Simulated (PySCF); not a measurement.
C3H5FO2.
Numbering: `[OH:1][CH2:2][C@@H:3]1[O:4][C@@H:5]1[F:6]` (hydrogens: H7 on O1; H8, H9 on C2; H10 on C3; H11 on C5)

Structure used (GFN2-xTB), in Å, numbered top down from 1:
```
atom  x, y, z in Å
O1     2.0786   -0.1593   -0.6135
C2     0.9528   -0.4812    0.1566
C3    -0.3279    0.0204   -0.4838
O4    -0.7815    1.3092   -0.1092
C5    -1.5358    0.2504    0.3071
F6    -1.5051   -0.0270    1.6322
H7     2.1471    0.8006   -0.6795
H8     0.9250   -1.5730    0.2098
H9     1.0308   -0.0750    1.1737
H10   -0.4337   -0.2037   -1.5420
H11   -2.5448    0.1415   -0.0774
```

Computed, not measured: PySCF 2.14.0, density-fitted response routines, TDDFT PBE0/def2-SVPD, vertical, gas phase, core orbitals frozen in the response.

Frontier orbitals with the atoms that hold most of them (Löwdin shares over 4%, at most four atoms; ? is withheld):

```
orbital  ε (eV)                             atoms
 HOMO-3  -10.35     O1 33%, O4 22%, C2 13%, C3 9%
 HOMO-2   -9.52    O1 29%, O4 21%, C3 11%, C2 11%
 HOMO-1   -8.83    O4 45%, C3 16%, C5 11%, F6 10%
   HOMO   -8.26                                 ?
   LUMO    0.57                                 ?
 LUMO+1    0.89  C5 24%, H11 19%, H10 13%, C3 12%
 LUMO+2    1.38    O4 16%, H9 14%, F6 13%, C2 12%
```

Problem. Which atoms hold the LUMO, and with what shares?

Solution. O1 (bonded to C and H) 32%; H7 (bonded to O) 22%; O4 (bonded to 2 C) 14%; C2 (bonded to C, O and 2 H) 12%. By element: oxygen 46%, hydrogen 22% or more, carbon 12% or more.

Problem. Give the leading atoms of the HOMO.

Solution. O1 (bonded to C and H) 54%; C2 (bonded to C, O and 2 H) 12%; C3 (bonded to 2 C, O and H) 10%; O4 (bonded to 2 C) 8%. By element: oxygen 62%, carbon 22% or more.

Problem. The HOMO–LUMO gap is 8.83 eV. Where does the response calculation put the lowest singlet, and from which orbitals?

Solution. S1 is at 7.27 eV (f = 0.0096), 1.56 eV below the gap, made of HOMO→LUMO (97%). Without the coupling terms of the response equations the lowest excitation would equal the gap.

Problem. One configuration dominates each of S1, S2, S3 and S4. Which, and how do the shares of the two leading atoms of either orbital change from the occupied to the empty one?

Solution. 
- S1 (7.27 eV, f 0.0096), HOMO→LUMO (97%): O1 54% → 32%, C2 12% → 12%, H7 at most 9% → 22%
- S2 (8.10 eV, f 0.0050), HOMO→LUMO+1 (91%): O1 54% → at most 12%, C2 12% → at most 12%, C5 at most 9% → 24%, H11 at most 9% → 19%
- S3 (8.21 eV, f 0.035), HOMO-1→LUMO (88%): O4 45% → 14%, C3 16% → at most 13%, O1 at most 11% → 32%, H7 at most 11% → 22%
- S4 (8.42 eV, f 0.036), HOMO-1→LUMO+1 (72%): O4 45% → at most 12%, C3 16% → 12%, C5 11% → 24%, H11 at most 11% → 19%

Time: 33 s (with the writing of density and orbital grids); peak memory 0.72 GiB. Hardware: an Arm Neoverse N1 with one thread, shared host.

One conformer stands for the species.

Without π bonds the low states may be Rydberg-like; a valence basis with one diffuse set may place them up to an eV too high.
